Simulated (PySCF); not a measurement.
One ligand Y is varied and pulled off as a radical: Zr(F)3–Y. Gas-phase values, no solvent. One relaxed conformer stands for each flexible species; it need not be the lowest. Multiplicities are imposed; where one is given, others were not computed. Strings in code marks are SMILES.

The dipole moment from two functionals at the same geometries (TPSS-D3(BJ)/def2-SVP), both in PySCF: PBE-D3(BJ)/def2-TZVP and TPSS-D3(BJ)/def2-TZVP. 

```tsv
species	PBE-D3(BJ)/def2-TZVP (D)	TPSS-D3(BJ)/def2-TZVP (D)
ligand removed as a radical ([Zr(F)3])	0.00	0.00
free radical OCH3	2.11	2.05
free radical N(CH3)2 (`C[N]C`)	1.71	1.70
free radical SH (`[SH]`)	0.87	0.87
```

Over these rows, drawn at random from the members with no instability flagged (it was tested for open shells, ions and some series alone), PBE minus TPSS-D3(BJ): mean +0.02 D, from 0.00 D to +0.06 D.
